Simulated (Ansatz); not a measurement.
C₃H₈O, SMILES `CCCO`: measurement beside calculation (Ansatz, PBE0-D4/def2-TZVP geometry).

```xyz
12

C    -0.060   -0.571   -1.412
C    -0.115    0.462   -0.300
C     0.278   -0.118    1.044
O     0.288    0.838    2.083
H    -0.730   -1.411   -1.209
H    -0.352   -0.140   -2.372
H     0.950   -0.975   -1.525
H    -1.129    0.875   -0.229
H     0.549    1.303   -0.525
H    -0.382   -0.963    1.292
H     1.297   -0.513    0.996
H    -0.594    1.213    2.155
```

Measured: 1.3312 ± 0.0013 D (total, Aa conformer, ground state, Stark effect, FTMW spectroscopy). Source: Electric Dipole Moments from Stark Effect in Supersonic Expansion: n-Propanol, n-Butanol, and n-Butyl Cyanide, 2023 (pmc:9961461).

| functional (def2-TZVPP) | dipole (D) | error (D) |
| --- | --- | --- |
| PBE | 1.60 | 0.27 |
| r2SCAN | 1.65 | 0.32 |
| B3LYP | 1.68 | 0.35 |
| ωB97M-V | 1.69 | 0.36 |

The measured dipole is a vibrational average; the computed one belongs to the fixed geometry.

Measured: 26401.4765 ± 0.0025 MHz (A, Aa conformer, ground state, rotational spectroscopy, Watson A-reduction fit); 3802.15318 ± 0.00036 MHz (B, Aa conformer, ground state, rotational spectroscopy, Watson A-reduction fit); 3549.45833 ± 0.00049 MHz (C, Aa conformer, ground state, rotational spectroscopy, Watson A-reduction fit). Source: Electric Dipole Moments from Stark Effect in Supersonic Expansion: n-Propanol, n-Butanol, and n-Butyl Cyanide, 2023 (pmc:9961461).

```json
{"constant": "A", "measured (MHz)": "26401", "computed (MHz)": "26350", "error (%)": "-0.2"}
{"constant": "B", "measured (MHz)": "3802", "computed (MHz)": "3803", "error (%)": "0.0"}
{"constant": "C", "measured (MHz)": "3549", "computed (MHz)": "3569", "error (%)": "0.5"}
```

Computed constants are equilibrium values for the main isotopes; measured ground-state ones include zero-point motion, which usually lowers them by up to about 1 %.

B3LYP here is the variant with VWN-RPA as its local correlation; programs differ in this.
